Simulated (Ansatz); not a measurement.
Li2O (the lowest singlet isomer of a short search). Charge 0, multiplicity 1. Geometry r2SCAN-D4/def2-TZVP, basis def2-TZVP, Ansatz.

Cartesian coordinates in Å:
```
Li 0.7401 -1.0635 -0.9661
Li -0.7398 1.0620 0.9680
O -0.0003 0.0015 -0.0019
```

```json
{"run": "A", "HOMO (eV)": "-3.62", "LUMO (eV)": "-0.34"}
{"run": "B", "HOMO (eV)": "-4.14", "LUMO (eV)": "-0.73"}
{"run": "C", "HOMO (eV)": "-3.15", "LUMO (eV)": "-0.47"}
{"run": "D", "HOMO (eV)": "-4.25", "LUMO (eV)": "-0.47"}
{"run": "E", "HOMO (eV)": "-3.11", "LUMO (eV)": "-1.01"}
{"run": "F", "HOMO (eV)": "-4.34", "LUMO (eV)": "-0.16"}
```

B3LYP takes the VWN-RPA correlation. The structure comes from a short search, and lower isomers may exist.

**Question.** The runs used B3LYP, PBE, PBE0, r2SCAN, r2SCAN0, r2SCANh. Estimate which is which.

**Answer.** A r2SCANh (10 % exact exchange); B B3LYP (20 % exact exchange); C r2SCAN (0 % exact exchange); D PBE0 (25 % exact exchange); E PBE (0 % exact exchange); F r2SCAN0 (25 % exact exchange). Exact exchange lowers occupied and raises empty levels; among semilocal functionals meta-GGAs tend to open the gap a little, and such runs are hard to tell apart. The gap grows from 2.10 eV (PBE) to 4.18 eV (r2SCAN0).
